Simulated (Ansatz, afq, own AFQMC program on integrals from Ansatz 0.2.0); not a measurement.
# Al2H2, triplet → Al$_{2}$H$_{2}$⁺, doublet, worked out

```xyz
4

Al    0.0000    0.0000    1.1500
Al    0.0000    0.0000   -1.1500
H     0.0000    0.0000    2.7245
H     0.0000    0.0000   -2.7245
```

Connectivity, by distances: AlH–AlH.

Both states at this geometry.

Basis cc-pVDZ. Only valence electrons are correlated. Integrals, coupled cluster, full CI and functionals: Ansatz 0.2.0; the random walks run on the same integrals in our own AFQMC program. ph-AFQMC/CISD is guided by a CISD state made of CCSD amplitudes; releasing the constraint for a short imaginary time cuts its bias at the price of noise, slowly where states lie close. Uncertainties: one standard error, sampling alone.

Total energies in eV. CBS is CCSD(T) at the limit of def2-TZVPP/QZVPP (extrapolated itself); the highest rung of each member is named.

Cautions: Al₂H₂ (triplet): the released energies are still falling, so no released level is given (meV from the phaseless value at times in 1/Eh: -2.5 ± 1.6 at 0.24, -6.2 ± 1.4 at 0.51, -9.0 ± 1.3 at 0.99, -13.0 ± 1.2 at 1.62, -16.4 ± 2.1 at 2.40), though the last usable value meets CCSDT(Q) within the noise, its ph-AFQMC/CISD value lies 18.6 ± 2.1 meV above CCSDT(Q); Al₂H₂⁺ (doublet): full CI with its own frozen core.

```csv
member,count,CCSD(T)/cc-pVDZ,highest rung in cc-pVDZ,which,CCSD(T)/CBS
"Al₂H₂⁺, doublet",+1,-13192.3178,-13192.3484,FCI,-13193.8946
"Al₂H₂, triplet",-1,-13199.1020,-13199.1477,CCSDT(Q),-13200.7996
```

Question: Work out the best estimate of the vertical ionization energy: the CCSD(T)/CBS difference plus the step from CCSD(T) to the highest rung.

Answer: Sums with the counts: CCSD(T)/CBS 6.9050 eV, highest rung 6.7993 eV, CCSD(T)/cc-pVDZ 6.7842 eV. The step is 6.7993 − 6.7842 = 0.0151 eV, so the best estimate is 6.9050 + (0.0151) = 6.9201 eV = 159.6 kcal/mol. The basis set is worth 0.121 eV of it. Zero-point, core-correlation and spin–orbit terms aren't in it. Past Ne the Hartree–Fock part of each CBS total tends to overshoot, since the cores don't follow the formula; that largely cancels in the difference.

Best estimates are given only where the step beyond CCSD(T) is under 0.3 eV and no member's determinant is very poor (T1 over 0.05, or 0.07 for open shells, ⟨S²⟩ too high by 0.3, two states mixed), so the hardest cases are missing from such tables.

CCSDT and higher add their correlation energy to the determinant of the CCSD(T) run, since their own runs factorise the integrals more tightly (a shift of under 2 meV). Each member of a difference takes its own highest rung, so a best estimate needn't equal the limit plus the step of one row.
